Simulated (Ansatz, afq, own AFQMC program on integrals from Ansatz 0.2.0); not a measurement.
## HfCl, doublet → HfCl, quartet

```xyz
2

Hf    0.0000    0.0000    0.0000
Cl    0.0000    0.0000    2.3043
```

E(quartet, charge +0) − E(doublet, charge +0) at this geometry, on ROHF and UHF determinants.

Basis def2-SVP with its core potentials. Noble-gas cores (and the filled d shells of Ga–Kr and In–Xe) are frozen. Ansatz 0.2.0 and our own AFQMC program on the same integrals; the CISD trial comes from CCSD amplitudes, and released means the phaseless constraint is let go. Uncertainties: one standard error, sampling alone. No spin–orbit coupling. The metal's outer-core s and p shells are frozen, which shifts wave-function levels against functionals. The errors of all members are added in quadrature.

No full CI on the walks' own integrals is used here; CCSDT(Q) serves as the reference and is uncertain by about the last step of the cluster series. Each member takes its own surest rung, up to full CI.

Errors are counted within def2-SVP, not against nature.

Cautions: no spin-orbit coupling; outer-core shells of the metal frozen; HfCl (doublet): a spin-contaminated unrestricted determinant lies lower (UHF 202 meV lower, ⟨S²⟩ 1.09), the released energies have errors that jump between times, so the bars are unsure, so no released level is given (meV from the phaseless value at times in 1/Eh: -12 ± 3 at 0.60, 10 ± 27 at 1.20, -19 ± 4 at 2.00, -23 ± 8 at 3.00, -35 ± 6 at 4.20), though the last usable value meets CCSDT(Q) within the noise, CCSDT(Q) on the UHF determinant differs (32 meV lower), perhaps since the unrestricted series falls towards higher spin, its ph-AFQMC/CISD value lies 27 ± 4 meV above CCSDT(Q); HfCl (quartet): another spin lies lower; core correlation is missing, and it shifts such a gap most where an s electron is promoted.

Reference (CCSDT(Q)): 21.9 kcal/mol.

```tsv
level	vertical spin gap (kcal/mol)	error against CCSDT(Q) (kcal/mol)
HF	3.7	-18.2
MP2	16.3	-5.6
CCSD	20.2	-1.8
CCSD(T)	21.5	-0.4
CCSDT	21.9	0.0
ph-AFQMC/CISD	21.5 ± 0.1	-0.4 ± 0.1
```

Correlation beyond CCSD(T) adds 0.4 kcal/mol. The perturbative (T) step is worth +1.4 kcal/mol.

A walk keeps the symmetry of its determinant, which the program's search chose and which needn't be the lowest solution, so a lower state of the same spin and another symmetry isn't excluded.
